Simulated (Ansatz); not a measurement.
**C₆H₁₂: ionisation energy by level of theory**

An exercise on one series of results from a longer session: the logs are not shown, and one member is left open.

Method: unrestricted cation, the program's frozen cores in correlated methods; program: Ansatz 0.2.0, Gaussian basis.

Levels to be run: UKS PBE-D4/def2-TZVPP; UKS r2SCAN-D4/def2-TZVPP; UKS PBE0-D4/def2-TZVPP; UKS B3LYP-D4/def2-TZVPP; UKS wB97X-V/def2-TZVPP; UKS wB97M-V/def2-TZVPP; UKS B2PLYP/def2-TZVPP; UHF-CCSD(T)/def2-TZVPP; UHF-MP2/def2-QZVPP; extrapolation to the limit; then −ε(HOMO) from the neutral's earlier runs with LDA (SPW92), PBE-D4, revPBE-D4, BLYP-D4, r2SCAN-D4, B97M-V, PBE0-D4, B3LYP-D4, r2SCANh-D4, r2SCAN0-D4, HSE06-D4, BHLYP-D4, CAM-B3LYP-D4, LC-ωPBE, ωB97X-V, ωB97M-V.

### The relaxed structure

An earlier PBE0-D4 in a triple-zeta def2 set relaxation fixed the geometry.

SMILES `CC(C)=C(C)C`, 18 atoms, charge 0, spin multiplicity 1.

Atoms are counted from 1 here; the program's logs count them from 0.

Bond lengths: C1–C2 1.502 Å, C1–H7 1.091 Å, C1–H8 1.095 Å, C1–H9 1.096 Å, C2–C3 1.502 Å, C2–C4 1.339 Å, C3–H10 1.096 Å, C3–H11 1.096 Å, C3–H12 1.091 Å, C4–C5 1.502 Å, C4–C6 1.502 Å, C5–H13 1.096 Å, C5–H14 1.096 Å, C5–H15 1.091 Å, C6–H16 1.091 Å, C6–H17 1.096 Å, C6–H18 1.095 Å. Angles: C2–C1–H7 111.6°, C2–C1–H8 111.8°, C2–C1–H9 111.8°, H7–C1–H8 107.5°, H7–C1–H9 107.5°, H8–C1–H9 106.3°, C1–C2–C3 118.2°, C1–C2–C4 120.9°, C3–C2–C4 120.9°, C2–C3–H10 111.8°, C2–C3–H11 111.8°, C2–C3–H12 111.6°, H10–C3–H11 106.3°, H10–C3–H12 107.5°, H11–C3–H12 107.5°, C2–C4–C5 120.9°, C2–C4–C6 120.9°, C5–C4–C6 118.2° and more.

Set-up of the first run:

The input, in.yaml:

```yaml
crystal:
  periodic: [false, false, false]
  atoms:
    - {symbol: C, position_ang: [0.488967, -1.566341, 1.021714]}
    - {symbol: C, position_ang: [0.480939, -0.465550, -0.000254]}
    - {symbol: C, position_ang: [1.583599, -0.434137, -1.019758]}
    - {symbol: C, position_ang: [-0.482544, 0.463891, -0.001453]}
    - {symbol: C, position_ang: [-0.489249, 1.565942, -1.022075]}
    - {symbol: C, position_ang: [-1.583764, 0.434081, 1.019646]}
    - {symbol: H, position_ang: [1.330569, -2.244419, 0.876026]}
    - {symbol: H, position_ang: [-0.427901, -2.164543, 0.981876]}
    - {symbol: H, position_ang: [0.555256, -1.172637, 2.042026]}
    - {symbol: H, position_ang: [2.150993, 0.501959, -0.975881]}
    - {symbol: H, position_ang: [1.194592, -0.510412, -2.041147]}
    - {symbol: H, position_ang: [2.288916, -1.253190, -0.874889]}
    - {symbol: H, position_ang: [0.418671, 2.176642, -0.966453]}
    - {symbol: H, position_ang: [-0.533516, 1.173090, -2.043770]}
    - {symbol: H, position_ang: [-1.342056, 2.232483, -0.888846]}
    - {symbol: H, position_ang: [-2.294048, 1.247819, 0.869191]}
    - {symbol: H, position_ang: [-1.193880, 0.521000, 2.039909]}
    - {symbol: H, position_ang: [-2.145567, -0.505667, 0.984146]}
basis:
  gaussian: {orbitals: def2-TZVPP}
total_charge: 1
magnetization: {spin_polarized: true, initial_magnetization: 1}
hamiltonian: {xc: pbe, dispersion: d4}
```

On the command line:

```console
$ ansatz run in.yaml --threads 2 --pin off --events-out ev --progress --plain --max-ram 22528MiB --backend cuda --devices 0, --max-vram 18GiB
```

Among the steps run: Cation, UKS PBE-D4/def2-TZVPP; Cation, UKS r2SCAN-D4/def2-TZVPP; Cation, UKS PBE0-D4/def2-TZVPP; Cation, UKS B3LYP-D4/def2-TZVPP; Cation, UKS wB97X-V/def2-TZVPP; Cation, UKS wB97M-V/def2-TZVPP; Cation, UKS B2PLYP (frozen core)/def2-TZVPP; Cation, UHF-CCSD(T)/def2-TZVPP; Cation, UHF-MP2/def2-QZVPP.

One table of the session follows, with a row left open; its other results are not shown here.

Orbital estimates, from the neutral's runs:

```
  functional  −ε(HOMO) (eV)
 LDA (SPW92)              ?
      PBE-D4           5.09
   revPBE-D4           5.04
     BLYP-D4           4.96
   r2SCAN-D4           5.22
      B97M-V           5.28
     PBE0-D4           6.16
    B3LYP-D4           5.97
  r2SCANh-D4           5.63
  r2SCAN0-D4           6.25
    HSE06-D4           5.76
    BHLYP-D4           7.11
CAM-B3LYP-D4           7.46
     LC-ωPBE           8.79
     ωB97X-V           8.44
     ωB97M-V           8.36
```

Q: Estimate the row for LDA (SPW92) from the others.

As computed: −ε(HOMO) (eV): 5.20. In the column «−ε(HOMO) (eV)» it lies between PBE-D4 (5.09) and r2SCAN-D4 (5.22).
